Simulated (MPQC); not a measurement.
# One shape, several levels: [SiH3]+ (SMILES [SiH3+])

We compute a comparison of 6 runs (HF/STO-3G, HF/3-21G, HF/cc-pVDZ, HF/def2-SVP, B3LYP/6-31G, PBE0/def2-SVP) of [SiH3]+. 

The results are computed with MPQC 2.3.1.

4 further runs of the same task are left out: 4 that didn't finish.

## (1) The system as given

The species is [SiH3]+ (4 atoms), meant as a singlet with charge +1. SMILES: `[SiH3+]`. The coordinates come from a PBE0-D4/def2-TZVP relaxation.

Bond lengths: Si1–H2 1.472 Å, Si1–H3 1.472 Å, Si1–H4 1.472 Å. Angles: H2–Si1–H3 120.0°, H2–Si1–H4 120.0°, H3–Si1–H4 120.0°.

## (2) Energy and gradient at HF/STO-3G (run 1)

Input file run.in:

```
% emacs should use -*- KeyVal -*- mode
molecule<Molecule>: (
   symmetry = c1
   unit = angstrom
   { atoms geometry } = {
      Si [ 0.000000     0.000000     0.000000 ]
      H  [ 0.686900     0.675400     1.113000 ]
      H  [ -0.118400    -1.467200    -0.009900 ]
      H  [ -0.568500     0.791700    -1.103100 ]
   }
)
basis<GaussianBasisSet>: (
   name = "STO-3G"
   molecule = $:molecule
   basisdir = "."
   puream = yes
)
mpqc: (
   checkpoint = no
   savestate = no
   restart = no
   do_energy = yes
   do_gradient = yes
   optimize = no
   mole<CLHF>: (
      molecule = $:molecule
      basis = $:basis
      total_charge = 1
      memory = 1000000000
      print_evals = yes
      print_npa = yes
      maxiter = 120
      value_accuracy = 1e-08
      guess_wavefunction<ExtendedHuckelWfn>: (
         molecule = $:molecule
         total_charge = 1
         multiplicity = 1
         basis<GaussianBasisSet>: (
            name = "STO-3G"
            molecule = $:molecule
         )
      )
   )
)
```

The basis set STO-3G is read from a file made from the Basis Set Exchange's data (not shown).

Command:

```sh
$ mpqc run.in > run.out
```

The log of the run:

```text
MPQC: Massively Parallel Quantum Chemistry
[...]
  CLSCF::init: total charge = 1
[...]
  nbasis = 12
[...]
  iter     1 energy = -233.9207042024 delta = 5.52433e-01
[...]
  LUMO is     9   A =  -0.139416
  total scf energy = -287.0850357004
[...]
Value of the MolecularEnergy: -287.0850357004
  Gradient of the MolecularEnergy:
      1    0.0000028633
      2    0.0000092989
      3    0.0000046896
      4    0.0089171479
      5    0.0087628898
      6    0.0144490813
      7   -0.0015367373
      8   -0.0190495745
      9   -0.0001278692
     10   -0.0073832739
     11    0.0102773859
     12   -0.0143259017
[...]
      symmetry = c1
[...]
```

Wall time 0.1 s (1 thread of Arm Neoverse V1, shared host).

## (3) Energy and gradient at HF/3-21G (run 2)

Input file input.in:

```
molecule<Molecule>: (
    symmetry = c1
    unit = angstrom
    { atoms geometry } = {
        Si [ 0.000000 0.000000 0.000000 ]
        H  [ 0.686900 0.675400 1.113000 ]
        H  [ -0.118400 -1.467200 -0.009900 ]
        H  [ -0.568500 0.791700 -1.103100 ]
    }
)
basis<GaussianBasisSet>: (
    name = "3-21G"
    molecule = $:molecule
    basisdir = "."
    puream = yes
)
mpqc: (
    checkpoint = no
    savestate = no
    restart = no
    do_energy = yes
    do_gradient = yes
    optimize = no
    mole<CLHF>: (
        molecule = $:molecule
        basis = $:basis
        total_charge = 1
        memory = 1000000000
        print_evals = yes
        print_npa = yes
        maxiter = 120
        value_accuracy = 1e-08
        guess_wavefunction<CLHF>: (
            molecule = $:molecule
            total_charge = 1
            memory = 1000000000
            value_accuracy = 1e-3
            basis<GaussianBasisSet>: (
                name = "STO-3G"
                molecule = $:molecule
            )
        )
    )
)
```

The basis set 3-21G is read from a file made from the Basis Set Exchange's data (not shown).

Command:

```sh
$ mpqc -o input.out input.in
```

The log of the run:

```text
MPQC: Massively Parallel Quantum Chemistry
[...]
  LUMO is     9   A =  -0.254503
  total scf energy = -288.7982690945
[...]
Value of the MolecularEnergy: -288.7982690945
  Gradient of the MolecularEnergy:
      1    0.0000022207
      2    0.0000060917
      3    0.0000037910
      4    0.0016657553
      5    0.0016335031
      6    0.0026994210
      7   -0.0002867119
      8   -0.0035591977
      9   -0.0000233543
     10   -0.0013812641
     11    0.0019196029
     12   -0.0026798576
[...]
      symmetry = c1
[...]
```

Wall time 0.12 s (1 thread of Arm Neoverse V1, shared host).

Run 3 isn't shown in full; the table further down has it.

## (4) Energy and forces at HF/def2-SVP (run 4)

Input file input.in:

```
% emacs should use -*- KeyVal -*- mode
molecule<Molecule>: (
  symmetry = c1
  unit = angstrom
  { atoms geometry } = {
    Si [ 0.000000       0.000000       0.000000 ]
    H  [ 0.686900       0.675400       1.113000 ]
    H  [ -0.118400      -1.467200      -0.009900 ]
    H  [ -0.568500       0.791700      -1.103100 ]
  }
)
basis<GaussianBasisSet>: (
  name = "def2-SVP"
  molecule = $:molecule
  basisdir = "."
  puream = yes
)
mpqc: (
  checkpoint = no
  savestate = no
  restart = no
  do_energy = yes
  do_gradient = yes
  optimize = no
  mole<CLHF>: (
    molecule = $:molecule
    basis = $:basis
    total_charge = 1
    memory = 1000000000
    print_evals = yes
    print_npa = yes
    maxiter = 120
    value_accuracy = 1e-08
    guess_wavefunction<CLHF>: (
      molecule = $:molecule
      total_charge = 1
      memory = 1000000000
      value_accuracy = 1e-3
      basis<GaussianBasisSet>: (
        name = "STO-3G"
        molecule = $:molecule
      )
    )
  )
)
```

The basis set def2-SVP is read from a file made from the Basis Set Exchange's data (not shown).

Command:

```sh
$ mpqc input.in > input.out
```

The log of the run:

```text
MPQC: Massively Parallel Quantum Chemistry
[...]
  LUMO is     9   A =  -0.246279
  total scf energy = -290.2544989439
[...]
Value of the MolecularEnergy: -290.2544989439
  Gradient of the MolecularEnergy:
      1    0.0000022739
      2    0.0000068757
      3    0.0000038119
      4    0.0023291953
      5    0.0022855839
      6    0.0037744354
      7   -0.0004010737
      8   -0.0049765187
      9   -0.0000329016
     10   -0.0019303954
     11    0.0026840591
     12   -0.0037453456
[...]
      symmetry = c1
[...]
```

Run time: 0.3 s. Hardware: 1 thread of Arm Neoverse V1, shared host.

Run 5 isn't shown in full; the table further down has it.

## (5) Energy and gradient at PBE0/def2-SVP (run 6)

Input file input.in:

```
% emacs should use -*- KeyVal -*- mode
molecule<Molecule>: (
   symmetry = c1
   unit = angstrom
   { atoms geometry } = {
      Si [ 0.000000 0.000000 0.000000 ]
      H  [ 0.686900 0.675400 1.113000 ]
      H  [ -0.118400 -1.467200 -0.009900 ]
      H  [ -0.568500 0.791700 -1.103100 ]
   }
)
basis<GaussianBasisSet>: (
   name = "def2-SVP"
   molecule = $:molecule
   basisdir = "."
   puream = yes
)
mpqc: (
   checkpoint = no
   savestate = no
   restart = no
   do_energy = yes
   do_gradient = yes
   optimize = no
   mole<CLKS>: (
      molecule = $:molecule
      basis = $:basis
      total_charge = 1
      memory = 1000000000
      print_evals = yes
      print_npa = yes
      maxiter = 120
      value_accuracy = 1e-08
      functional<SumDenFunctional>: (
         a0 = 0.25
         coefs = [ 0.75 1 ]
         funcs: [ <PBEXFunctional>: () <PBECFunctional>: () ]
      )
      integrator<RadialAngularIntegrator>: ( grid = xfine )
      guess_wavefunction<CLHF>: (
         molecule = $:molecule
         total_charge = 1
         memory = 1000000000
         value_accuracy = 1e-3
         basis<GaussianBasisSet>: (
            name = "MINI (Huzinaga)"
            molecule = $:molecule
         )
      )
   )
)
```

The basis set def2-SVP is read from a file made from the Basis Set Exchange's data (not shown).

Command:

```sh
$ mpqc input.in > input.out
```

The log of the run:

```text
MPQC: Massively Parallel Quantum Chemistry
[...]
  Integrated electron density error = -0.000002416255
  iter     1 energy = -290.4565379493 delta = 2.09205e-01
  Integrated electron density error = -0.000004865512
  iter     2 energy = -290.6954948602 delta = 4.66406e-02
[...]
  Integrated electron density error = 0.000000000965
  iter     9 energy = -290.7045251025 delta = 6.95737e-08
  Integrated electron density error = 0.000000000965
  iter    10 energy = -290.7045251025 delta = 4.69289e-08
  Integrated electron density error = 0.000000000966
  iter    11 energy = -290.7045251025 delta = 1.23860e-08
[...]
  LUMO is     9   A =  -0.378048
  total scf energy = -290.7045251025
[...]
  Integrated electron density error = -0.000000003826
  Total Gradient:
[...]
Value of the MolecularEnergy: -290.7045251025
  Gradient of the MolecularEnergy:
      1    0.0000022742
      2    0.0000056796
      3    0.0000038800
      4   -0.0012179952
      5   -0.0012016510
      6   -0.0019732669
      7    0.0002102489
      8    0.0025999227
      9    0.0000181266
     10    0.0010054720
     11   -0.0014039513
     12    0.0019512603
[...]
        symmetry = c1
[...]
```

It took 8.4 s on 1 thread of Arm Neoverse V1, shared host.

## (6) Overview of the runs

| run | level | starting guess | integration grid | energy (Eh) | HOMO energy (eV) | LUMO energy (eV) | HOMO–LUMO gap (eV) | wall time |
| --- | --- | --- | --- | --- | --- | --- | --- | --- |
| 1 | HF/STO-3G | huckel STO-3G | – | -287.085036 | -20.34 | -3.79 | 16.54 | 0.1 s |
| 2 | HF/3-21G | STO-3G | – | -288.798269 | -21.03 | -6.93 | 14.11 | 0.12 s |
| 3 | HF/cc-pVDZ | STO-3G | – | -290.346727 | -21.05 | -6.68 | 14.37 | 0.87 s |
| 4 | HF/def2-SVP | STO-3G | – | -290.254499 | -21.08 | -6.70 | 14.38 | 0.3 s |
| 5 | B3LYP/6-31G | STO-2G | xfine | -290.905564 | -17.62 | -10.68 | 6.94 | 3 s |
| 6 | PBE0/def2-SVP | MINI (Huzinaga) | xfine | -290.704525 | -17.72 | -10.29 | 7.43 | 8.4 s |

## (7) Results

| quantity | value |
| --- | --- |
| run 6: total energy | -290.70453 Eh |
| run 6: HOMO energy | -17.72 eV |
| run 6: LUMO energy | -10.29 eV |
| run 6: HOMO–LUMO gap | 7.43 eV |
| run 6: largest force on an atom | 0.134 eV/Å |

The HOMO–LUMO gap runs from 6.94 eV (B3LYP/6-31G) to 16.54 eV (HF/STO-3G). The two ends differ in method and basis. Totals of different functionals can't be ranked against each other. In run 1 the basis is minimal, so the values are rough. All runs together took 13 s, the longest 8.4 s.
